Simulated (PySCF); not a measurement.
## How well do the runs reproduce experiment for C2H3F?

**What was measured.**

NIST CCCBDB Release 22 (SRD 101), experimental dipoles lists, for the gas: dipole moment (microwave Stark effect) 1.43 D.

How close the calculation comes is told at the end.

C₂H₃F.
Numbering: `[CH2:1]=[CH:2][F:3]` (hydrogens: H4, H5 on C1; H6 on C2)

Geometry (GFN2-xTB, Å), atoms numbered from 1 in this order:
```xyz
6
C2H3F angstrom
C      0.690   -0.117   -0.037
C     -0.617    0.027   -0.002
F     -1.195    1.167    0.406
H      1.128   -1.039   -0.367
H      1.349    0.678    0.262
H     -1.352   -0.713   -0.283
```

Runs made with PySCF (gas phase, on this GFN2-xTB geometry; no spin–orbit coupling):

```tsv
level	job	basis functions	wall time
PBE0/pcSseg-1	shieldings, charges and field gradients	66	2.1 s
B3LYP/pcJ-1	spin–spin couplings from 6 perturbed nuclei	111	4.1 s
```

Hardware: one thread of an Arm Neoverse V2, shared host.

Results beside the measurements:

**Dipole moment.** Measured: 1.43 D (NIST CCCBDB Release 22 (SRD 101), experimental dipoles).

| level | computed (D) | computed − measured (D) | % (from the printed values) |
| --- | --- | --- | --- |
| PBE0/pcSseg-1 | 1.43 | 0.00 | 0 |
| B3LYP/pcJ-1 | 1.44 | +0.01 | +1 |

Closest is PBE0/pcSseg-1 (0.00 D), furthest B3LYP/pcJ-1 (+0.01 D); one molecule doesn't rank methods. The computed dipoles belong to one fixed geometry; measured ones are averaged over vibrations unless marked μe. Magnitudes are compared, not signs.

No measured geometry was used, and the causes of the misses weren't examined.
